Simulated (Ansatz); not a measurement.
Nudged elastic band run: AlH6NO

Input:

```yaml
crystal:
  periodic: [false, false, false]
  atoms:
    - { symbol: Al, position_ang: [-0.069303, 0.178534, 0.267323] }
    - { symbol: O, position_ang: [-0.479445, -0.239705, 1.915758] }
    - { symbol: H, position_ang: [-0.716849, -1.117853, 2.214788] }
    - { symbol: H, position_ang: [1.401303, -0.202367, -0.251656] }
    - { symbol: H, position_ang: [-1.266671, 0.245607, -0.800071] }
    - { symbol: "N", position_ang: [0.141525, 2.128335, 0.859706] }
    - { symbol: H, position_ang: [1.075343, 2.521335, 0.745177] }
    - { symbol: H, position_ang: [-0.534535, 2.776981, 0.457341] }
    - { symbol: H, position_ang: [-0.053967, 2.034635, 1.860934] }
basis:
  gaussian: { orbitals: def2-SVP }
hamiltonian:
  xc: pbe0
  dispersion: d4
neb:
  order_check: false
  images: 5
  f_tol: 0.05
  max_iterations: 60
  max_displacement: 0.02
  optimiser: fire
  final_atoms:
    - { symbol: Al, position_ang: [0.10425091, 0.41765252, 0.03832812] }
    - { symbol: O, position_ang: [-0.18599552, -0.05841565, 1.96630355] }
    - { symbol: H, position_ang: [-1.05089171, -0.38875949, 2.2395012] }
    - { symbol: H, position_ang: [1.49499145, -0.22013367, -0.39115257] }
    - { symbol: H, position_ang: [-1.28178759, 0.02218663, -0.65428845] }
    - { symbol: "N", position_ang: [0.15013568, 2.14236166, 0.74182869] }
    - { symbol: H, position_ang: [1.02801281, 2.65689391, 0.77225967] }
    - { symbol: H, position_ang: [-0.58233833, 2.80515051, 0.4957868] }
    - { symbol: H, position_ang: [-0.1789767, 0.94856557, 2.06073299] }
  initial_path:
    images:
      - { positions_ang: [[-0.069303, 0.178534, 0.267323], [-0.479445, -0.239705, 1.915758], [-0.716849, -1.117853, 2.214788], [1.401303, -0.202367, -0.251656], [-1.266671, 0.245607, -0.800071], [0.141525, 2.128335, 0.859706], [1.075343, 2.521335, 0.745177], [-0.534535, 2.776981, 0.457341], [-0.053967, 2.034635, 1.860934]] }
      - { positions_ang: [[-0.04205332, 0.12319078, 0.1738285], [-0.33004247, -0.16675164, 1.98254879], [-0.79413262, -0.84628706, 2.28655829], [1.39391711, -0.12881641, -0.42286774], [-1.28520058, 0.1741209, -0.80688414], [0.12998673, 2.12061966, 0.81373285], [0.87744168, 2.45081363, 1.06078395], [-0.43059818, 2.81792474, 0.33908112], [-0.02191735, 1.7806874, 1.84251838]] }
      - { positions_ang: [[-0.01480364, 0.06784755, 0.080334], [-0.18063995, -0.09379828, 2.04933958], [-0.87141624, -0.57472111, 2.35832857], [1.38653122, -0.05526582, -0.59407948], [-1.30373016, 0.10263479, -0.81369727], [0.11844846, 2.11290431, 0.76775969], [0.67954037, 2.38029227, 1.37639091], [-0.32666136, 2.85886848, 0.22082125], [0.0101323, 1.5267398, 1.82410275]] }
      - { positions_ang: [[0.01244604, 0.01250433, -0.01316049], [-0.03123742, -0.02084493, 2.11613037], [-0.94869987, -0.30315517, 2.43009886], [1.37914534, 0.01828478, -0.76529122], [-1.32225974, 0.03114869, -0.82051041], [0.10691019, 2.10518897, 0.72178654], [0.48163905, 2.3097709, 1.69199786], [-0.22272454, 2.89981222, 0.10256137], [0.04218195, 1.2727922, 1.80568713]] }
      - { positions_ang: [[0.04304766, 0.14755373, 0.00400238], [-0.08282346, -0.0333685, 2.0661881], [-0.98276381, -0.33168994, 2.3665663], [1.41776071, -0.06118804, -0.64057833], [-1.30876902, 0.02816134, -0.76510309], [0.12131869, 2.11757987, 0.72846725], [0.66376363, 2.42547857, 1.38541846], [-0.3425958, 2.86825832, 0.23363651], [-0.0315376, 1.16471666, 1.89070242]] }
      - { positions_ang: [[0.07364929, 0.28260312, 0.02116525], [-0.13440949, -0.04589207, 2.01624582], [-1.01682776, -0.36022471, 2.30303375], [1.45637608, -0.14066086, -0.51586545], [-1.2952783, 0.02517398, -0.70969577], [0.13572718, 2.12997076, 0.73514797], [0.84588822, 2.54118624, 1.07883907], [-0.46246707, 2.83670442, 0.36471166], [-0.10525715, 1.05664111, 1.9757177]] }
      - { positions_ang: [[0.10425091, 0.41765252, 0.03832812], [-0.18599552, -0.05841565, 1.96630355], [-1.05089171, -0.38875949, 2.2395012], [1.49499145, -0.22013367, -0.39115257], [-1.28178759, 0.02218663, -0.65428845], [0.15013568, 2.14236166, 0.74182869], [1.02801281, 2.65689391, 0.77225967], [-0.58233833, 2.80515051, 0.4957868], [-0.1789767, 0.94856557, 2.06073299]] }
```

Command:

```bash
$ ansatz run input.yaml --threads 2 --pin off --max-ram 3072MiB --backend cpu --events-out ev --progress --plain --runs-dir out
```

Output, in part (warnings, iteration lines):

```
NEB end point (image 0): max|allowed force component| = 1.270e-2 eV/Å (the criterion of neb.relax_end_points is 1.000e-2)
NEB end point (image 6): max|allowed force component| = 2.476e-2 eV/Å (the criterion of neb.relax_end_points is 1.000e-2)
NEB iter   1: max|band force component| = 1.077e1 eV/Å  barrier→ = 3.8958 eV  barrier← = 3.1074 eV  Δτ_max = 0.0200 Å  (165 SCF iters)
NEB iter   2: max|band force component| = 7.275e0 eV/Å  barrier→ = 3.8010 eV  barrier← = 3.0126 eV  Δτ_max = 0.0200 Å  (125 SCF iters)
NEB iter   3: max|band force component| = 4.762e0 eV/Å  barrier→ = 3.6733 eV  barrier← = 2.8850 eV  Δτ_max = 0.0200 Å  (130 SCF iters)
NEB iter   4: max|band force component| = 3.062e0 eV/Å  barrier→ = 3.5050 eV  barrier← = 2.7166 eV  Δτ_max = 0.0200 Å  (128 SCF iters)
NEB iter   5: max|band force component| = 2.904e0 eV/Å  barrier→ = 3.2852 eV  barrier← = 2.4969 eV  Δτ_max = 0.0200 Å  (129 SCF iters)
NEB iter   6: max|band force component| = 2.767e0 eV/Å  barrier→ = 3.0854 eV  barrier← = 2.2970 eV  Δτ_max = 0.0200 Å  (130 SCF iters)
NEB iter   7: max|band force component| = 2.637e0 eV/Å  barrier→ = 2.9019 eV  barrier← = 2.1136 eV  Δτ_max = 0.0200 Å  (127 SCF iters)
NEB iter   8: max|band force component| = 2.506e0 eV/Å  barrier→ = 2.7336 eV  barrier← = 1.9452 eV  Δτ_max = 0.0200 Å  (127 SCF iters)
NEB iter   9: max|band force component| = 2.374e0 eV/Å  barrier→ = 2.5791 eV  barrier← = 1.7908 eV  Δτ_max = 0.0200 Å  (125 SCF iters)
NEB iter  10: max|band force component| = 2.238e0 eV/Å  barrier→ = 2.4371 eV  barrier← = 1.6488 eV  Δτ_max = 0.0200 Å  (126 SCF iters)
NEB iter  11: max|band force component| = 2.099e0 eV/Å  barrier→ = 2.3059 eV  barrier← = 1.5176 eV  Δτ_max = 0.0200 Å  (125 SCF iters)
NEB iter  12: max|band force component| = 2.011e0 eV/Å  barrier→ = 2.1837 eV  barrier← = 1.3954 eV  Δτ_max = 0.0200 Å  (125 SCF iters)
NEB iter  13: max|band force component| = 1.923e0 eV/Å  barrier→ = 2.0686 eV  barrier← = 1.2803 eV  Δτ_max = 0.0200 Å  (124 SCF iters)
NEB iter  14: max|band force component| = 1.824e0 eV/Å  barrier→ = 1.9636 eV  barrier← = 1.1752 eV  Δτ_max = 0.0200 Å  (119 SCF iters)
NEB iter  15: max|band force component| = 1.714e0 eV/Å  barrier→ = 1.8663 eV  barrier← = 1.0780 eV  Δτ_max = 0.0200 Å  (119 SCF iters)
NEB iter  16: max|band force component| = 1.593e0 eV/Å  barrier→ = 1.7748 eV  barrier← = 0.9864 eV  Δτ_max = 0.0200 Å  (118 SCF iters)
NEB iter  17: max|band force component| = 1.462e0 eV/Å  barrier→ = 1.6873 eV  barrier← = 0.8989 eV  Δτ_max = 0.0200 Å  (116 SCF iters)
NEB iter  18: max|band force component| = 1.321e0 eV/Å  barrier→ = 1.6025 eV  barrier← = 0.8142 eV  Δτ_max = 0.0200 Å  (116 SCF iters)
NEB iter  19: max|band force component| = 1.197e0 eV/Å  barrier→ = 1.5195 eV  barrier← = 0.7312 eV  Δτ_max = 0.0199 Å  (119 SCF iters)
NEB iter  20: max|band force component| = 1.151e0 eV/Å  barrier→ = 1.4397 eV  barrier← = 0.6513 eV  Δτ_max = 0.0200 Å  (118 SCF iters)
NEB iter  21: max|band force component| = 1.092e0 eV/Å  barrier→ = 1.3649 eV  barrier← = 0.5766 eV  Δτ_max = 0.0183 Å  (114 SCF iters)
NEB iter  22: max|band force component| = 1.047e0 eV/Å  barrier→ = 1.3020 eV  barrier← = 0.5136 eV  Δτ_max = 0.0200 Å  (115 SCF iters)
NEB iter  23: max|band force component| = 9.821e-1 eV/Å  barrier→ = 1.2373 eV  barrier← = 0.4489 eV  Δτ_max = 0.0172 Å  (115 SCF iters)
NEB iter  24: max|band force component| = 9.366e-1 eV/Å  barrier→ = 1.1853 eV  barrier← = 0.3970 eV  Δτ_max = 0.0200 Å  (108 SCF iters)
NEB iter  25: max|band force component| = 8.705e-1 eV/Å  barrier→ = 1.1275 eV  barrier← = 0.3392 eV  Δτ_max = 0.0163 Å  (117 SCF iters)
NEB iter  26: max|band force component| = 8.280e-1 eV/Å  barrier→ = 1.1038 eV  barrier← = 0.3154 eV  Δτ_max = 0.0200 Å  (113 SCF iters)
NEB iter  27: max|band force component| = 7.498e-1 eV/Å  barrier→ = 1.0888 eV  barrier← = 0.3004 eV  Δτ_max = 0.0152 Å  (117 SCF iters)
NEB iter  28: max|band force component| = 7.370e-1 eV/Å  barrier→ = 1.0790 eV  barrier← = 0.2907 eV  Δτ_max = 0.0200 Å  (110 SCF iters)
NEB iter  29: max|band force component| = 7.274e-1 eV/Å  barrier→ = 1.0670 eV  barrier← = 0.2787 eV  Δτ_max = 0.0137 Å  (111 SCF iters)
NEB iter  30: max|band force component| = 7.018e-1 eV/Å  barrier→ = 1.0594 eV  barrier← = 0.2711 eV  Δτ_max = 0.0200 Å  (102 SCF iters)
NEB iter  31: max|band force component| = 6.696e-1 eV/Å  barrier→ = 1.0488 eV  barrier← = 0.2605 eV  Δτ_max = 0.0120 Å  (112 SCF iters)
NEB iter  32: max|band force component| = 6.378e-1 eV/Å  barrier→ = 1.0426 eV  barrier← = 0.2543 eV  Δτ_max = 0.0200 Å  (99 SCF iters)
NEB iter  33: max|band force component| = 5.905e-1 eV/Å  barrier→ = 1.0325 eV  barrier← = 0.2441 eV  Δτ_max = 0.0102 Å  (116 SCF iters)
NEB iter  34: max|band force component| = 5.569e-1 eV/Å  barrier→ = 1.0272 eV  barrier← = 0.2388 eV  Δτ_max = 0.0197 Å  (100 SCF iters)
NEB iter  35: max|band force component| = 5.015e-1 eV/Å  barrier→ = 1.0171 eV  barrier← = 0.2288 eV  Δτ_max = 0.0200 Å  (117 SCF iters)
NEB iter  36: max|band force component| = 4.470e-1 eV/Å  barrier→ = 1.0072 eV  barrier← = 0.2189 eV  CI = image 4  Δτ_max = 0.0081 Å  (117 SCF iters)
NEB iter  37: max|band force component| = 3.969e-1 eV/Å  barrier→ = 1.0074 eV  barrier← = 0.2191 eV  CI = image 4  Δτ_max = 0.0160 Å  (100 SCF iters)
NEB iter  38: max|band force component| = 3.406e-1 eV/Å  barrier→ = 1.0081 eV  barrier← = 0.2198 eV  CI = image 4  Δτ_max = 0.0200 Å  (109 SCF iters)
NEB iter  39: max|band force component| = 3.405e-1 eV/Å  barrier→ = 1.0090 eV  barrier← = 0.2206 eV  CI = image 4  Δτ_max = 0.0076 Å  (118 SCF iters)
NEB iter  40: max|band force component| = 3.426e-1 eV/Å  barrier→ = 1.0089 eV  barrier← = 0.2206 eV  CI = image 4  Δτ_max = 0.0151 Å  (99 SCF iters)
NEB iter  41: max|band force component| = 3.619e-1 eV/Å  barrier→ = 1.0086 eV  barrier← = 0.2203 eV  CI = image 4  Δτ_max = 0.0200 Å  (110 SCF iters)
NEB iter  42: max|band force component| = 3.857e-1 eV/Å  barrier→ = 1.0073 eV  barrier← = 0.2190 eV  CI = image 4  Δτ_max = 0.0074 Å  (113 SCF iters)
NEB iter  43: max|band force component| = 3.797e-1 eV/Å  barrier→ = 1.0058 eV  barrier← = 0.2175 eV  CI = image 4  Δτ_max = 0.0147 Å  (103 SCF iters)
NEB iter  44: max|band force component| = 3.780e-1 eV/Å  barrier→ = 1.0021 eV  barrier← = 0.2138 eV  CI = image 4  Δτ_max = 0.0200 Å  (110 SCF iters)
NEB iter  45: max|band force component| = 3.872e-1 eV/Å  barrier→ = 0.9947 eV  barrier← = 0.2064 eV  CI = image 4  Δτ_max = 0.0068 Å  (114 SCF iters)
NEB iter  46: max|band force component| = 3.866e-1 eV/Å  barrier→ = 0.9904 eV  barrier← = 0.2020 eV  CI = image 4  Δτ_max = 0.0134 Å  (102 SCF iters)
NEB iter  47: max|band force component| = 3.909e-1 eV/Å  barrier→ = 0.9804 eV  barrier← = 0.1921 eV  CI = image 4  Δτ_max = 0.0197 Å  (109 SCF iters)
NEB iter  48: max|band force component| = 3.998e-1 eV/Å  barrier→ = 0.9619 eV  barrier← = 0.1736 eV  CI = image 4  Δτ_max = 0.0200 Å  (115 SCF iters)
NEB iter  49: max|band force component| = 4.003e-1 eV/Å  barrier→ = 0.9378 eV  barrier← = 0.1495 eV  CI = image 4  Δτ_max = 0.0068 Å  (113 SCF iters)
NEB iter  50: max|band force component| = 4.248e-1 eV/Å  barrier→ = 0.9271 eV  barrier← = 0.1388 eV  CI = image 4  Δτ_max = 0.0142 Å  (97 SCF iters)
NEB iter  51: max|band force component| = 4.911e-1 eV/Å  barrier→ = 0.9046 eV  barrier← = 0.1163 eV  CI = image 4  Δτ_max = 0.0200 Å  (110 SCF iters)
NEB iter  52: max|band force component| = 5.800e-1 eV/Å  barrier→ = 0.8731 eV  barrier← = 0.0847 eV  CI = image 4  Δτ_max = 0.0097 Å  (114 SCF iters)
NEB iter  53: max|band force component| = 6.059e-1 eV/Å  barrier→ = 0.8605 eV  barrier← = 0.0722 eV  CI = image 4  Δτ_max = 0.0199 Å  (98 SCF iters)
NEB iter  54: max|band force component| = 6.796e-1 eV/Å  barrier→ = 0.8364 eV  barrier← = 0.0481 eV  CI = image 5  Δτ_max = 0.0200 Å  (106 SCF iters)
NEB iter  55: max|band force component| = 6.563e-1 eV/Å  barrier→ = 0.8361 eV  barrier← = 0.0477 eV  CI = image 5  Δτ_max = 0.0107 Å  (109 SCF iters)
NEB iter  56: max|band force component| = 6.214e-1 eV/Å  barrier→ = 0.8365 eV  barrier← = 0.0482 eV  CI = image 5  Δτ_max = 0.0200 Å  (100 SCF iters)
NEB iter  57: max|band force component| = 5.627e-1 eV/Å  barrier→ = 0.8376 eV  barrier← = 0.0492 eV  CI = image 5  Δτ_max = 0.0092 Å  (109 SCF iters)
NEB iter  58: max|band force component| = 5.328e-1 eV/Å  barrier→ = 0.8382 eV  barrier← = 0.0499 eV  CI = image 5  Δτ_max = 0.0178 Å  (100 SCF iters)
NEB iter  59: max|band force component| = 4.719e-1 eV/Å  barrier→ = 0.8395 eV  barrier← = 0.0511 eV  CI = image 5  Δτ_max = 0.0200 Å  (109 SCF iters)
NEB iter  60: max|band force component| = 3.949e-1 eV/Å  barrier→ = 0.8411 eV  barrier← = 0.0528 eV  CI = image 5  Δτ_max = 0.0062 Å  (109 SCF iters)
Error: NEB band did not converge after 60 iterations: max|band force component| = 3.95e-1 eV/Å (threshold 5.0e-2); raise `neb.max_iterations` in a new run, which can start from the last band evaluated (`neb.initial_path`, with `crystal.atoms` and `neb.final_atoms` set to its first and last images), …
```

The run ended unconverged. The band didn't meet its force threshold, so its energies are provisional: the largest band force was still 0.39 eV/Å, and over the last iterations the top stayed at 0.84 eV. The orbitals stay closed-shell, which can raise the energy where a bond breaks towards radicals; this wasn't checked here.

Final band (atoms are numbered from 1 in the order of the input):

| image | path coordinate (Å) | energy (eV) | N6–H9 (Å) | O2–H9 (Å) |
| --- | --- | --- | --- | --- |
| 0 | 0.00 | 0.00 | 1.02 | 2.31 |
| 1 | 0.46 | 0.03 | 1.03 | 2.09 |
| 2 | 0.90 | 0.12 | 1.03 | 2.06 |
| 3 | 1.26 | 0.32 | 1.06 | 1.68 |
| 4 | 1.60 | 0.74 | 1.24 | 1.32 |
| 5 | 1.94 | 0.84 | 1.58 | 1.06 |
| 6 | 2.40 | 0.79 | 1.81 | 1.01 |

Time of the run: 4.4 min on 2 threads of Intel(R) Xeon(R) Platinum 8488C (Sapphire Rapids), with other jobs on the host, peak memory 0.16 GiB.
